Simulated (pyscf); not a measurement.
Routes from •H₂C–F + HF

Candidate steps break at most two bonds and form at most two. Each was searched with GFN2-xTB (tblite) first. Optimised with ωB97X-D3(BJ)/def2-SVP in PySCF. MP2 and CC: frozen core, UHF for open shells. ΔMP2 is the change of the MP2 total energy from the triple- to the quadruple-zeta basis. Energies: CCSD(T)/def2-TZVPP + ΔMP2(QZVPP), kcal/mol, from the separated reactants, doublet surface.

| products | type | ΔE‡ | ΔE | ΔG‡ 298 K | ΔG‡ 900 K | ν‡ (cm⁻¹) |
|---|---|---|---|---|---|---|
| F–CH₂–F + H• | atom transfer (F–H broken, C–F formed) | 55.0 | +18.2 | 62.0 | 81.4 | 1961i |
| F–CH₂–F + H• | concerted two-bond exchange (C–H, F–H broken, C–H, C–F formed) | 61.3 | +18.2 | 69.6 | 90.5 | 1291i |
| •H₂C–F + HF | four-centre exchange | 63.0 | 0.0 | 71.5 | 92.0 | 1202i |

Row 3: On the reactant side the descent ends in a complex (not fully relaxed), 4.1 kcal/mol under the separated species and 64.0 kcal/mol under the saddle at ωB97X-D3(BJ)/def2-TZVP. 

Plain bond fissions and candidates not yet searched are not listed, and one of them may be faster. Each barrier is that of the saddle found; lower ones may exist. The CCSD(T) − MP2 part came from Ansatz, without density fitting, on the same reference.
